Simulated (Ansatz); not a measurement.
# C₃H₄FN: a ladder of functionals and wavefunction methods

One table from this session's results is given with a row withheld; the runs are named, their logs left out.

The runs use Ansatz 0.2.0, Gaussian basis; functionals in def2-TZVPP, the program's frozen cores in correlated methods.

Levels to be run: LDA (SPW92), PBE-D4, revPBE-D4, BLYP-D4, r2SCAN-D4, B97M-V, PBE0-D4, B3LYP-D4, r2SCANh-D4, r2SCAN0-D4, HSE06-D4, BHLYP-D4, CAM-B3LYP-D4, LC-ωPBE, ωB97X-V, ωB97M-V, B2PLYP, PBE-QIDH; CCSD(T)/def2-SVP; CCSD(T)/def2-TZVPP; MP2/def2-QZVPP; extrapolation to the limit; RPA on PBE.

### The relaxed structure

The geometry comes from an earlier relaxation with PBE0-D4 in a triple-zeta def2 set; it is a stationary point, not always the lowest conformer.

SMILES `CC1(F)C=N1`, 9 atoms, charge 0, spin multiplicity 1.

Atoms are counted from 1 here; the program's logs count them from 0.

Bond lengths: C1–C2 1.490 Å, C1–H6 1.092 Å, C1–H7 1.092 Å, C1–H8 1.089 Å, C2–F3 1.372 Å, C2–C4 1.422 Å, C2–N5 1.472 Å, C4–N5 1.261 Å, C4–H9 1.083 Å. Angles: C2–C1–H6 110.5°, C2–C1–H7 109.7°, C2–C1–H8 110.3°, H6–C1–H7 108.3°, H6–C1–H8 109.0°, H7–C1–H8 108.9°, C1–C2–F3 110.8°, C1–C2–C4 128.5°, C1–C2–N5 121.9°, F3–C2–C4 117.0°, F3–C2–N5 114.0°, C4–C2–N5 51.6°, C2–C4–N5 66.2°, C2–C4–H9 155.1°, N5–C4–H9 138.6°, C2–N5–C4 62.2°.

Set-up of the first run:

Contents of in.yaml:

```yaml
crystal:
  periodic: [false, false, false]
  atoms:
    - {symbol: C, position_ang: [0.982358, -0.027527, 0.579077]}
    - {symbol: C, position_ang: [-0.094385, 0.142178, -0.437223]}
    - {symbol: F, position_ang: [0.439111, 0.307768, -1.689887]}
    - {symbol: C, position_ang: [-1.454580, -0.266017, -0.363658]}
    - {symbol: N, position_ang: [-1.283670, 0.969407, -0.179136]}
    - {symbol: H, position_ang: [1.585152, -0.909518, 0.354412]}
    - {symbol: H, position_ang: [1.636902, 0.846890, 0.571754]}
    - {symbol: H, position_ang: [0.550854, -0.136772, 1.573419]}
    - {symbol: H, position_ang: [-2.273244, -0.972711, -0.425859]}
basis:
  gaussian: {orbitals: def2-TZVPP}
hamiltonian: {xc: lda}
output: {orbitals: {seedname: orbitals}}
```

Launch:

```sh
ansatz run in.yaml --threads 2 --pin off --events-out ev --progress --plain --max-ram 4352MiB
```

Among the steps run: LDA; PBE-D4 (GGA); revPBE-D4 (GGA); BLYP-D4 (GGA); r2SCAN-D4 (meta-GGA); B97M-V (meta-GGA); PBE0-D4 (hybrid); B3LYP-D4 (hybrid); r2SCANh-D4 (hybrid); r2SCAN0-D4 (hybrid); HSE06-D4 (hybrid); BHLYP-D4 (hybrid); CAM-B3LYP-D4 (range-separated); LC-ωPBE (range-separated); ωB97X-V (range-separated); ωB97M-V (range-separated); B2PLYP (double hybrid); PBE-QIDH (double hybrid).

One table of the session follows, with a row left open; its other results are not shown here.

It belongs to the step «Orbital energies across the functionals». 

| functional | HOMO (eV) | gap (eV) |
| --- | --- | --- |
| LDA (SPW92) | -6.60 | 4.20 |
| PBE-D4 | -6.44 | 4.32 |
| revPBE-D4 | -6.38 | 4.36 |
| BLYP-D4 | -6.36 | 4.35 |
| r2SCAN-D4 | -6.70 | 4.80 |
| B97M-V | ? | ? |
| PBE0-D4 | -7.88 | 6.93 |
| B3LYP-D4 | -7.68 | 6.43 |
| r2SCANh-D4 | -7.24 | 5.77 |
| r2SCAN0-D4 | -8.05 | 7.23 |
| HSE06-D4 | -7.47 | 6.13 |
| BHLYP-D4 | -9.25 | 9.52 |
| CAM-B3LYP-D4 | -9.33 | 9.59 |
| LC-ωPBE | -10.66 | 12.22 |
| ωB97X-V | -10.29 | 11.76 |
| ωB97M-V | -10.20 | 11.57 |

**Question.** Estimate the row for B97M-V.

**Answer.** HOMO (eV): -6.82; gap (eV): 5.05. In the column «HOMO (eV)» it lies between r2SCANh-D4 (-7.24) and r2SCAN-D4 (-6.70).
